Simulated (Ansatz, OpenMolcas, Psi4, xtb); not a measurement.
# Computed against measured: dipole moment

10 molecules holding an element from Na to Cl; the dipole moment in D, computed less measured. Shapes, held fixed at every level: PBE0-D4/def2-TZVP. No vibrational averaging. Dipoles are compared by magnitude; molecules under 1 D, whose direction can flip, are left out. Programs: Ansatz 0.2.0, OpenMolcas 26.06, Psi4 1.11, xtb 6.7.1. A level may come from different programs for different species; with the same settings they agree closely. Measured values: NIST CCCBDB.

Levels: A = GFN0-xTB; B = r2SCAN-D4/def2-TZVPP; C = B3LYP/6-31G* (spherical functions); D = wB97M-V/def2-TZVPP.

| molecule | measured | A | B | C | D |
| --- | --- | --- | --- | --- | --- |
| HCl (hydrogen chloride) | 1.08 | +0.09 | +0.14 | +0.38 | +0.11 |
| NS (SMILES [N]=S) | 1.81 | +3.90 | -0.01 | -0.08 | +0.11 |
| SO2 (SMILES O=S=O) | 1.63 | +0.56 | -0.05 | +0.08 | +0.17 |
| CH2Cl2 (dichloromethane) | 1.60 | +0.14 | +0.06 | +0.21 | +0.03 |
| CH2ClF (chlorofluoromethane) | 1.82 | +0.26 | -0.05 | +0.03 | -0.04 |
| CHCl2F (dichlorofluoromethane) | 1.29 | +0.31 | -0.06 | +0.05 | -0.04 |
| SO2F2 (sulfuryl fluoride) | 1.12 | -0.20 | +0.02 | +0.06 | +0.04 |
| C2H3Cl (SMILES C=CCl) | 1.45 | -0.64 | -0.09 | +0.06 | -0.07 |
| C2H3ClO (acetyl chloride) | 2.72 | -0.26 | +0.08 | +0.05 | +0.06 |
| C2H6S (dimethyl sulfide) | 1.50 | +0.56 | +0.10 | +0.20 | +0.01 |

Task: Sum up the errors.

Result: 
```json
{"level": "GFN0-xTB", "kind": "semi-empirical", "mean error": "+0.472", "mean absolute error": "0.692", "worst case": "NS"}
{"level": "r2SCAN-D4/def2-TZVPP", "kind": "meta-GGA", "mean error": "+0.014", "mean absolute error": "0.066", "worst case": "HCl"}
{"level": "B3LYP/6-31G* (spherical functions)", "kind": "global hybrid", "mean error": "+0.104", "mean absolute error": "0.120", "worst case": "HCl"}
{"level": "wB97M-V/def2-TZVPP", "kind": "range-separated hybrid", "mean error": "+0.038", "mean absolute error": "0.068", "worst case": "SO2"}
```

On this set r2SCAN-D4/def2-TZVPP has the smallest mean absolute error and GFN0-xTB the largest. GFN0-xTB is too high in 7 of 10; B3LYP/6-31G* (spherical functions) is too high in 9 of 10; wB97M-V/def2-TZVPP is too high in 7 of 10. The tabulated value of HCl is in doubt (older tables, estimates, or at odds with other calculations) and kept here. Over the 9 molecules whose values aren't doubted the mean absolute errors are A 0.759; B 0.058; C 0.091; D 0.063. The smallest two are near a tie. Open shells run unrestricted. The set is small.
